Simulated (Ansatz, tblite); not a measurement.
# The cluster Nb₂Si₂: one state, many levels

Aim: run the singlet of the cluster Nb₂Si₂ at one geometry on many levels, and compare frontier levels, spin and run time.

Program: Ansatz 0.2.0, Gaussian basis. Level of theory: as each input shows. These are calculated values, not measurements.

Levels to be run: GFN1-xTB, GFN2-xTB, PBE-D4/def2-TZVP, r2SCAN-D4/def2-TZVP, LC-ωPBE/def2-TZVP, ωB97X-V/def2-TZVP, r2SCAN0-D4/def2-TZVP, B97M-V/def2-TZVP, PBE-QIDH/def2-TZVP, PBE-D4/def2-SVP, PBE0-D4/def2-SVP, PBE0-D4/def2-TZVPD, PBE-D4/def2-TZVPD, r2SCAN-D4/def2-TZVPD, CCSD(T)/def2-TZVPP, MP2/def2-TZVP, RPA/def2-TZVP.

3 further runs of the same task are left out: 2 that didn't finish, 1 set aside as unsound or not needed. Runs told in other sessions of the task aren't counted.

## Step 1: The structure

The singlet was relaxed beforehand with r2SCAN-D4/def2-SVP. At that level it is the lowest of the isomers that a small search found.

4 atoms, charge 0, spin multiplicity 1.

Bond lengths: Nb1–Nb2 2.031 Å, Nb1–Si3 2.556 Å, Nb1–Si4 2.556 Å, Si3–Si4 2.196 Å. Angles: Nb2–Nb1–Si3 154.5°, Nb2–Nb1–Si4 154.6°, Si3–Nb1–Si4 50.9°, Nb1–Si3–Si4 64.6°, Nb1–Si4–Si3 64.5°.

Nb takes a core potential in the def2 sets. No spin-orbit coupling is included.

PBE0-D4/def2-TZVP was run before; its log isn't repeated, and its numbers join the tables.

## Step 2: GFN1-xTB

Tight binding, by tblite at 300 K electronic temperature and without a spin-polarisation term:

```python
tblite.interface.Calculator('GFN1-xTB', numbers, positions, charge=0, uhf=0).singlepoint()
```

Energy -193.0734 eV, HOMO -9.56 eV, LUMO -9.46 eV; 0.005 s.

## Step 3: GFN2-xTB

Tight binding, by tblite at 300 K electronic temperature and without a spin-polarisation term:

```python
tblite.interface.Calculator('GFN2-xTB', numbers, positions, charge=0, uhf=0).singlepoint()
```

Energy -184.1986 eV, HOMO -7.98 eV, LUMO -7.70 eV; 0.04 s.

## Step 4: PBE-D4/def2-TZVP

start.molden holds the orbitals of an earlier run on this state, given as this run's starting guess.

The input, in.yaml:

```yaml
crystal:
  periodic: [false, false, false]
  atoms:
    - {symbol: Nb, position_ang: [-0.123083, 0.634537, 0.000017]}
    - {symbol: Nb, position_ang: [-0.553334, 2.619388, -0.012430]}
    - {symbol: Si, position_ang: [0.018237, -1.688985, 1.054650]}
    - {symbol: Si, position_ang: [0.658170, -1.564939, -1.042227]}
basis:
  gaussian: {orbitals: def2-TZVP, initial_orbitals: start.molden}
hamiltonian: {xc: pbe, dispersion: d4}
scf: {omitted_lower_state_checks: [starts]}
output: {orbitals: {seedname: orbitals}}
```

Started as:

```bash
$ ansatz run in.yaml --threads 4 --pin off --events-out ev --progress --plain --max-ram 3916MiB
```

The runs that follow: r2SCAN-D4/def2-TZVP; LC-ωPBE/def2-TZVP; ωB97X-V/def2-TZVP; r2SCAN0-D4/def2-TZVP; B97M-V/def2-TZVP; PBE-QIDH/def2-TZVP; PBE-D4/def2-SVP; PBE0-D4/def2-SVP; PBE0-D4/def2-TZVPD; PBE-D4/def2-TZVPD; r2SCAN-D4/def2-TZVPD; CCSD(T)/def2-TZVPP; MP2/def2-TZVP; RPA/def2-TZVP.

**Question.** What will the summary of the whole plan be? Wanted: gap in def2-TZVP, named functionals, smallest and largest; correlation energy, CCSD(T)/def2-TZVPP; correlation energy, MP2/def2-TZVP; binding an atom, functionals in def2-TZVP; PBE0 total energy, smallest basis above largest.

**Answer**, as computed:

| quantity | value |
| --- | --- |
| gap in def2-TZVP, named functionals, smallest and largest | 0.30 eV (PBE-D4), 5.39 eV (LC-ωPBE) |
| correlation energy, CCSD(T)/def2-TZVPP | -33.68 eV |
| correlation energy, MP2/def2-TZVP | -29.18 eV |
| binding an atom, functionals in def2-TZVP | 1.71 (LC-ωPBE) to 2.80 eV (PBE-D4) |
| PBE0 total energy, smallest basis above largest | 6.21 eV (def2-SVP, def2-TZVPD) |

**Reading.** Over the named functionals in def2-TZVP the gap runs from 0.30 eV (PBE-D4) to 5.39 eV (LC-ωPBE); exact exchange widens it. Notes on CCSD(T)/def2-TZVPP: large T1 diagnostic.
